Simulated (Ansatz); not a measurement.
Cl2, SMILES ClCl (connectivity only; charge and spin as stated), charge +1, multiplicity 2.

Geometry: PBE0-D3(BJ)/def2-TZVPD.

Two levels are set side by side: PBE/def2-TZVPD (Ansatz, a quantum-chemistry and plane-wave program) and ωB97X-V/def2-TZVPD (Ansatz). Energy differences of separate SCF runs at the same geometry; the states with an electron removed or added have multiplicity 3 and 1. Differences are taken from unrounded values.

```json
[
 {"quantity": "vertical ionisation energy (eV)", "ωB97X-V": "19.62", "PBE": "19.25", "PBE minus ωB97X-V": "-0.37"},
 {"quantity": "vertical electron affinity (eV)", "ωB97X-V": "11.32", "PBE": "10.98", "PBE minus ωB97X-V": "-0.34"}
]
```
